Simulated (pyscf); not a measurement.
This saddle point was located with ωB97X-D3(BJ)/def2-SVP in PySCF.

```xyz
11

N     -1.3474    -0.3084    -0.7300
Si    -0.1923     0.5064     0.6030
H     -0.9719    -0.2909    -1.6793
H     -1.6228    -1.2685    -0.5184
H     -0.4342     0.1596     2.0455
H      0.6024     1.7143     0.1923
H      0.9083    -0.5360     0.3448
N     -1.8875     1.6058     0.5778
H     -2.0602     0.5890    -0.3744
H     -2.4319     1.6061     1.4407
H     -1.7843     2.5778     0.2852
```

Surface: singlet, charge 0. Lowest wavenumbers (cm⁻¹): 1122i, 203, 265, 433, 444.

**Question.** Name the species on either side of this saddle.

**Answer.** NH₃ (SMILES N) + H₂N–SiH₃ (SMILES N[SiH3]) <-> H₂N–SiH₃ (SMILES N[SiH3]) + NH₃ (SMILES N), a four-centre exchange read from left to right: H–N, N–Si broken and N–Si, H–N formed. At ωB97M-D3(BJ)/def2-TZVP it lies +30.5 kcal/mol from the left side and +30.5 kcal/mol from the right (each side as separated species at their lowest minima found). On the reactant side the descent ends in a complex (not fully relaxed), 5.1 kcal/mol under the separated species and 35.4 kcal/mol under the saddle at ωB97X-D3(BJ)/def2-TZVP. One saddle was located; it need not be the lowest between these sides.
